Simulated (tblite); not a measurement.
BFH2.
SMILES with atom numbers: `[BH2:1][F:2]` (hydrogens: H3, H4 on B1)

Computed with GFN2-xTB (tblite), gas phase: L-BFGS steps from a force-field or distance-geometry start until the largest atomic force falls under 0.01 eV/Å.

Step 0: E = -190.6237 eV
```
atom  x, y, z in Å  |  force x, y, z in eV/Å
B1     -0.0963   -0.0821   -0.1576    2.820   0.704   2.167
F2      1.3312   -0.1636    0.0249   -3.350  -0.008  -0.814
H3     -0.5036    0.9910   -0.4226    0.241  -0.381  -0.634
H4     -0.7211   -0.7405    0.6054    0.289  -0.315  -0.719
```

Step 1: E = -190.9213 eV
```
atom  x, y, z in Å  |  force x, y, z in eV/Å
B1     -0.0560   -0.0720   -0.1266    0.958   0.835   1.695
F2      1.2833   -0.1637    0.0133   -1.561  -0.099  -0.549
H3     -0.5001    0.9856   -0.4317    0.303  -0.423  -0.539
H4     -0.7170   -0.7450    0.5952    0.300  -0.313  -0.608
```

**Question.** Estimate the geometry and energy of step 2. (The exact step hangs on the optimiser's Hessian estimate; all steps are aligned on step 1, rigid shifts and turns removed.)

**Answer.** E = -191.0134 eV, largest force 3.106 eV/Å
```
atom  x, y, z in Å  |  force x, y, z in eV/Å
B1     -0.0198   -0.0451   -0.0700   -2.851   0.906   0.834
F2      1.2276   -0.1667   -0.0053    2.484  -0.401  -0.161
H3     -0.4904    0.9718   -0.4495    0.217  -0.164  -0.394
H4     -0.7072   -0.7552    0.5750    0.150  -0.342  -0.278
```

The energy changes by -0.0921 eV. The first-order estimate −F·Δx gives -0.2874 eV and the mean of the old and new forces, exact on a quadratic surface, -0.0718 eV. The step makes an angle of 3° with the force vector and moves no atom by more than 0.072 Å.

The cost below is that of the whole relaxation. On one thread, Arm Neoverse V1 (aarch64), no GPU, on a shared host, this took under 0.1 s.
